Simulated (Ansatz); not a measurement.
We consider bcc Nb, described by r²SCAN (PAW; Ansatz, a first-principles code).

Settings: plane-wave cutoff 500 eV, 30×30×30 k mesh, Fermi–Dirac smearing 0.1 eV, no spin polarisation, scalar-relativistic PAW data made under PBE.

Computed at the level's own relaxed cell.

What does this level give for the volume per atom and lattice parameter a?


* **volume per atom**: 18.04 Å³/atom
* **lattice parameter a**: 3.304 Å

Measured, for comparison: equilibrium volume per atom 17.87 Å³/atom, lattice constant a 3.294 Å (static lattice: zero-point anharmonic expansion removed; as tabulated in Mejia-Rodriguez and Trickey (2018), arXiv:1807.09216). Computed (rounded) less measured: equilibrium volume per atom +1.0 %, lattice constant a +0.3 %.

The computed numbers hold no vibrational or temperature effects.
